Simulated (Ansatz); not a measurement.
`C=CCCC`, relaxed with RKS PBE-D4/def2-SVP in Ansatz 0.2.0 from a rough embedded geometry. The force threshold is 0.03 eV/Å; the program also tests the step.

Total charge 0; spin multiplicity 1.

Start:

```xyz
15

C    -0.199    1.625   -2.017
C     0.532    0.843   -1.303
C     0.222    0.556    0.112
C    -0.015   -1.001    0.416
C    -0.300   -1.261    1.822
H     0.031    1.798   -3.118
H    -1.135    2.075   -1.680
H     1.413    0.369   -1.693
H     1.104    0.835    0.736
H    -0.629    1.082    0.476
H     0.901   -1.536    0.022
H    -0.834   -1.327   -0.250
H    -0.475   -2.336    1.895
H    -1.178   -0.757    2.125
H     0.560   -0.966    2.458
```

```csv
step,energy (eV),largest force (eV/Å),largest move (Å)
1,-5336.0308,4.415,0.000
2,-5336.4243,1.415,0.119
3,-5336.4568,0.808,0.118
4 (rejected),-5336.3920,0.770,0.148
5,-5336.4974,0.166,0.052
6 (rejected),-5336.4892,0.201,0.093
7,-5336.4983,0.160,0.046
8,-5336.4999,0.013,0.027
```

End:

```xyz
15

C    -0.216    1.637   -2.102
C     0.533    0.855   -1.306
C     0.232    0.527    0.129
C    -0.008   -0.974    0.373
C    -0.285   -1.308    1.838
H     0.058    1.828   -3.151
H    -1.135    2.121   -1.729
H     1.442    0.384   -1.727
H     1.086    0.854    0.767
H    -0.653    1.108    0.468
H     0.878   -1.547    0.017
H    -0.857   -1.307   -0.263
H    -0.454   -2.393    1.987
H    -1.186   -0.775    2.210
H     0.564   -1.008    2.489
```

Hardware: 2 threads of a server CPU on a shared host. Wall time 45 s, peak host memory 0.19 GiB.
